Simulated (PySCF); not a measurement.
**BH⁺ at other levels of theory**

What do other methods print for BH⁺?

Method: each script names its method and basis; program: PySCF 2.14.0.

## 1. The starting structure

BH⁺: 2 atoms, charge 1, spin multiplicity 2.

Bond lengths: B1–H2 1.235 Å.

## 2. The run that the others are compared with

Input file input.py:

```python
from pyscf import gto, scf

mol = gto.M(
    atom='B 0 0 0; H 0 0 1.235',
    basis='6-311++g**',
    charge=1,
    spin=1,
    symmetry=True,
    verbose=4,
)
mf = scf.UHF(mol)
mf.kernel()
mf.analyze()
print('orbital energies (hartree):', [e[max(0, n-3):n+3].round(4) for e, n in zip(mf.mo_energy, mol.nelec)])
```

On the command line:

```console
$ OMP_NUM_THREADS=1 python input.py
```

## 3. B3pw91 (UKS)

Edit 1 changes functional: none (Hartree–Fock) → b3pw91; SCF type: UHF → UKS.

Changes to input.py since step 2:

```diff
@@ -1,2 +1,2 @@
-from pyscf import gto, scf
+from pyscf import gto, dft
 
@@ -10,3 +10,3 @@
 )
-mf = scf.UHF(mol)
+mf = dft.UKS(mol, xc='b3pw91')
 mf.kernel()
```

## 4. CASCI (ROHF)

Edit 2 changes step after the SCF: analyze → casci; SCF type: UHF → ROHF; active space: none → 1 electrons in 8 orbitals.

Input file input.py:

```python
from pyscf import gto, scf, mcscf

mol = gto.M(
    atom='B 0 0 0; H 0 0 1.235',
    basis='6-311++g**',
    charge=1,
    spin=1,
    symmetry=True,
    verbose=4,
)
mf = scf.ROHF(mol)
mf.kernel()
mc = mcscf.CASCI(mf, 8, 1)
mc.kernel()
mc.analyze()
mf.dip_moment()
print('orbital energies (hartree):', mf.mo_energy[..., max(0, mol.nelec[1]-3):mol.nelec[0]+3].round(4))
```

## 5. Camb3lyp (UKS)

Edit 3 changes functional: none (Hartree–Fock) → camb3lyp; SCF type: UHF → UKS.

Changes to input.py since step 2:

```diff
@@ -1,2 +1,2 @@
-from pyscf import gto, scf
+from pyscf import gto, dft
 
@@ -10,3 +10,3 @@
 )
-mf = scf.UHF(mol)
+mf = dft.UKS(mol, xc='camb3lyp')
 mf.kernel()
```

## 6. SCF alone

Edit 4 changes step after the SCF: analyze → none.

Changes to input.py since step 2:

```diff
@@ -12,3 +12,3 @@
 mf.kernel()
-mf.analyze()
+mf.dip_moment()
 print('orbital energies (hartree):', [e[max(0, n-3):n+3].round(4) for e, n in zip(mf.mo_energy, mol.nelec)])
```

**Question.** What will these runs give? Wanted: for each run, E(SCF); from base; gap, α spin.

The runs gave:

| run | E(SCF) (hartree) | from base (eV) | cycles | gap, α spin (eV) |
| --- | --- | --- | --- | --- |
| base | -24.818541 | 0 | 10 | 14.69 |
| b3pw91 (UKS) | -24.924869 | not comparable | 8 | 5.87 |
| CASCI (ROHF) | -24.817117 | +0.0387 | 8 | n/a |
| camb3lyp (UKS) | -24.914591 | not comparable | 9 | 9.16 |
| SCF alone | -24.818541 | 0.0000 | 10 | 14.69 |

**Reading.** Total energies of different functionals can't be compared with each other; differences within one functional can.
